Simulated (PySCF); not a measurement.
**SiHF + H₂O → HSi(OH) + HF**

Level: PBE0 in the def2-TZVP basis family, all electrons, no relativity, computed in PySCF with density fitting; open shells unrestricted.

```json
{"species": "SiHF", "state and structure": "singlet, Cs, Si–F 1.612 Å, Si–H 1.541 Å; F–Si–H 96.3°", "E (Eh)": "-389.76329", "ZPE (kJ/mol)": "22.1", "H(298 K) − H(0) (kJ/mol)": "10.2", "S° (J/(mol K))": "239.0"}
{"species": "H₂O", "state and structure": "singlet, C2v, O–H 0.960 Å (×2); H–O–H 105.1°", "E (Eh)": "-76.37736", "ZPE (kJ/mol)": "56.5", "H(298 K) − H(0) (kJ/mol)": "9.9", "S° (J/(mol K))": "188.7"}
{"species": "HSi(OH)", "state and structure": "singlet, Cs, O–H 0.960 Å, Si–H 1.548 Å, Si–O 1.653 Å; H–O–Si 118.9°, H–Si–O 97.8°", "E (Eh)": "-365.73997", "ZPE (kJ/mol)": "54.0", "H(298 K) − H(0) (kJ/mol)": "10.8", "S° (J/(mol K))": "242.4"}
{"species": "HF", "state and structure": "singlet, C∞v, H–F 0.920 Å", "E (Eh)": "-100.39188", "ZPE (kJ/mol)": "24.9", "H(298 K) − H(0) (kJ/mol)": "8.7", "S° (J/(mol K))": "173.6"}
```

(1) What is the electronic reaction energy?

(2) Add zero-point, thermal and entropy terms for 298.15 K and 1 bar.

Results:

(1) At PBE0/def2-TZVP, ΔE = 23.1 kJ/mol from the differences of the total energies times 2625.5, uphill. 

(2) ΔZPE = 0.3 and Δ[H(298) − H(0)] = -0.6 kJ/mol give ΔH° = 22.8 kJ/mol. ΔS° = -11.7 J/(mol K), so ΔG° = 22.8 − 298.15 × (-0.0117) = 26 kJ/mol and log₁₀K = -4.6.

Each species is the lowest minimum found with this bonding; other isomers or fragments can lie lower.
